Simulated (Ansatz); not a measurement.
This geometry of BFH3Si (6 atoms, charge 0, multiplicity 2) is a first-order saddle point.

The calculation used Ansatz, UKS LDA/def2-SVP.

```xyz
6
Properties=species:S:1:pos:R:3
F 0.116 -2.302 0.233
B 0.288 -1.034 0.539
Si -0.415 0.642 0.070
H -1.338 1.122 -1.040
H 0.975 -0.215 -0.431
H 0.375 1.787 0.628
```

Problem. Which two structures does it join? (They come from a converged band through this point; their orientation in space is the band's.)

Solution. Bonds broken: Si3–H5. Bonds formed: B2–H5.

Image 0:

```xyz
6
Properties=species:S:1:pos:R:3
F -0.508 -2.335 0.610
B 0.259 -1.290 0.635
Si 0.043 0.534 -0.180
H -1.197 0.856 -0.988
H 1.260 0.733 -1.048
H 0.143 1.503 0.971
```

Image 6:

```xyz
6
Properties=species:S:1:pos:R:3
F -0.042 -2.062 -0.059
B 0.545 -0.882 0.059
Si -0.481 0.782 -0.055
H -1.964 0.890 -0.274
H 1.755 -0.845 0.244
H 0.187 2.118 0.085
```

Problem. How far does it lie above each of them?

Solution. 0.42 eV above the first and 1.28 eV above the second. This is the barrier of this one path; another mechanism may lie lower.

Time of the run: 94 s on 1 thread of AMD EPYC (Zen 3), on a shared host, peak memory 0.13 GiB.
